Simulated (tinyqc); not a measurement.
The basis set: RHF and MP2 along a ladder of basis sets, for H2O, spin multiplicity 1. Computed by the program tinyqc with PySCF. Same geometry throughout; the dipole is taken about the origin.

Geometry (angstrom):
```
atom       x        y       z
O     0.0000   0.0000  0.0000
H     0.0000   0.7710  0.5370
H     0.0000  -0.8460  0.5890
```

RHF and frozen-core MP2 in a ladder of bases:
```
basis        functions  E(RHF) (hartree)  E(MP2 corr) (hartree)  HOMO (eV)  LUMO (eV)  dipole (debye)
sto-3g               7        -74.956220              -0.037050   -10.4806    15.0927          1.6559
3-21g               13        -75.581349              -0.122072   -12.9227     6.8585          2.3451
6-31g               13        -75.979467              -0.129853   -13.5239     5.3258          2.5371
6-31g**             24        -76.015009              -0.196223   -13.3977     5.6409          2.1005
cc-pvdz             24        -76.019122              -0.203042   -13.3119     4.8943          1.9908
aug-cc-pvdz         41        -76.033970              -0.221469   -13.7569     0.9584          1.9243
cc-pvtz             58        -76.049447              -0.262986   -13.6166     3.7786          1.9530
```

What does the comparison show, and why?

From cc-pVDZ to cc-pVTZ the RHF energy falls by 30.3 mhartree and the correlation energy by 59.9. If valence correlation converges as X^-3, (27 E(T) - 8 E(D))/19 gives -0.2882 hartree, a rough estimate from such small X that usually falls short; STO-3G holds about 13 % of it. Beyond STO-3G the LUMO moves by 5.9 eV and the HOMO by 0.8 eV; diffuse functions lower the positive LUMO sharply, since an unbound virtual level tracks the most diffuse function.
